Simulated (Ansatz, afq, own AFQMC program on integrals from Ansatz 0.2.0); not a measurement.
Atomization energy of CH3N, singlet

```xyz
5

N     0.0000    0.0582    0.5542
C     0.0000   -0.1584   -0.7297
H     0.0000    0.9667    1.0152
H     0.0000   -0.7270    1.1922
H     0.0000    0.8384   -1.2134
```

Connectivity, by distances: NH2–CH.

Atoms in their ground-state spins without spin–orbit coupling (mostly on UHF) minus the molecule (RHF), without zero-point energy. The geometry is a stationary point, not shown to be a minimum.

Basis cc-pVDZ. Only valence electrons are correlated. Ansatz 0.2.0 and our own AFQMC program on the same integrals; the CISD trial comes from CCSD amplitudes, and released means the phaseless constraint is let go. Error bars are statistical, one sigma. The errors of all members are added in quadrature.

No full CI on the walks' own integrals is used here; CCSDT(Q) serves as the reference and is uncertain by about the last step of the cluster series. Each member takes its own surest rung, up to full CI.

The best estimate is CCSD(T) at the basis-set limit (CBS: def2-TZVPP and def2-QZVPP, with their diffuse functions for anions and beside diffuse sets, CCSD(T) itself extrapolated) plus the step from CCSD(T) to CCSDT(Q) in cc-pVDZ. Rows without CBS are in cc-pVDZ, the functionals in def2-TZVP; B2PLYP and the wave-function rows carry a basis error of their own. Core correlation and relativity beyond core potentials are missing, and ± holds the sampling alone.

Q: Estimate: order these levels by their error in the atomization energy against the best estimate, smallest first.
A. PBE
B. B2PLYP
C. MP2
D. HF

A: B (0.196 eV), A (0.530 eV), C (1.658 eV), D (6.204 eV).

Best estimate: 17.477 eV.

Best estimates are given only where the step beyond CCSD(T) is under 0.3 eV and no member's determinant is very poor (T1 over 0.05, or 0.07 for open shells, ⟨S²⟩ too high by 0.3, two states mixed), so the hardest cases are missing from such tables.

The functionals ran in a triple-zeta set and keep a basis error of their own, a few kJ/mol for each bond in atomization energies and more for double hybrids, so close places among them and the extrapolated levels can swap.

Each member of a difference takes its own highest rung, so a best estimate needn't equal the limit plus the step of one row. A walk keeps the symmetry of its determinant, which the program's search chose and which needn't be the lowest solution, so a lower state of the same spin and another symmetry isn't excluded.
